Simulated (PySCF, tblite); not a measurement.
Complex of hydrogen fluoride and dinitrogen

A gas-phase complex of hydrogen fluoride and dinitrogen; neutral, singlet. The structure comes from a short search (6 tight-binding starts) and was relaxed by PBE0-D3(BJ)/def2-TZVPD; another way of binding may lie lower. Frequencies by PBE0-D3(BJ)/def2-TZVPD show no clear imaginary mode.

```csv
part,name,SMILES,atoms,charge,multiplicity
1,hydrogen fluoride,F,1–2,0,1
2,dinitrogen,N#N,3–4,0,1
```

```xyz
4

F     0.311   -0.186   -0.263
H    -0.267    0.172    0.364
N    -2.243    1.402    2.468
N    -1.562    0.973    1.736
```
Atom numbers follow the order of the file, from 1.

| contact | kind (by geometry) | distance (Å) | angle (°) |
| --- | --- | --- | --- |
| H2···N4 | hydrogen bond | 2.050 | 179 |

Interaction energies are complex less parts, with the parts frozen as they stand in it; counterpoise-corrected, in kcal/mol (PySCF). The CCSD(T) estimate is Hartree-Fock/aug-cc-pVQZ, plus the MP2 correlation part extrapolated as X⁻³ from aug-cc-pVTZ and aug-cc-pVQZ, plus CCSD(T) less MP2 in aug-cc-pVDZ; noble-gas cores are frozen. It isn't the exact limit.

**Question.** How strongly do the parts interact, level by level?

**Answer.** 
```tsv
level	interaction	superposition error removed
Hartree-Fock/aug-cc-pVQZ	-0.97	-
wB97M-D3(BJ)/def2-TZVPD	-2.23	-0.07
PBE0-D3(BJ)/def2-TZVPD	-2.56	-0.07
MP2/aug-cc-pVQZ	-2.39	-0.33
CCSD(T), estimated basis limit	-2.32	-
```

**Question.** What holds them together? Decompose the wB97M-D3(BJ)/def2-TZVPD energy: frozen parts, their antisymmetrised product, then relaxation.

**Answer.** electrostatic -3.2, Pauli repulsion +3.7, orbital relaxation -2.3, dispersion correction -0.5 kcal/mol, which sum to the value before the counterpoise correction; the Pauli term holds the exchange-correlation of the frozen density too. Of the attraction, 53 % is electrostatic, 39 % is orbital relaxation, 8 % is dispersion correction.

The parts were also relaxed and run alone, at the levels used for the complex: vibrations by PBE0-D3(BJ)/def2-TZVPD; shieldings by PBE0/pcSseg-2; core levels by delta-SCF with SCAN, pcX-2 on the ionised atom and pcseg-1 elsewhere, spin-free X2C.

Values alone: F1–H2 bond (Å): 0.921; stretch carried by H2 (cm⁻¹, harmonic): 4145; its infrared intensity (km/mol): 115; shielding of H2 (ppm): 29.16; shielding of N4 (ppm): -86.7; shielding of F1 (ppm): 410.5; F1 1s core level (eV): 694.11.

**Question.** What does binding change?

**Answer.** 
| property | alone | in the complex | change |
| --- | --- | --- | --- |
| F1–H2 bond (Å) | 0.921 | 0.925 | +0.004 |
| stretch carried by H2 (cm⁻¹, harmonic) | 4145 | 4046 | -99 |
| its infrared intensity (km/mol) | 115 | 458 |  |
| shielding of H2 (ppm) | 29.16 | 28.54 | -0.62 |
| shielding of N4 (ppm) | -86.7 | -73.9 | +12.8 |
| shielding of F1 (ppm) | 410.5 | 404.2 | -6.3 |
| F1 1s core level (eV) | 694.11 | 693.37 | -0.75 |

**Question.** What are the binding energy from relaxed parts (wB97M-D3(BJ)/def2-TZVPD), and ΔH and ΔG of association at 298.15 K and 1 atm?

**Answer.** -2.24 kcal/mol, -0.79 with zero-point energy; ΔH -1.1 and ΔG +5.3 kcal/mol, from harmonic vibrations by PBE0-D3(BJ)/def2-TZVPD with low modes damped.

The 6 runs behind this took 87 s in all, one thread each of Intel Xeon 6975P-C on a shared host, launched as `OMP_NUM_THREADS=1 python cluster_run.py task.json out`.
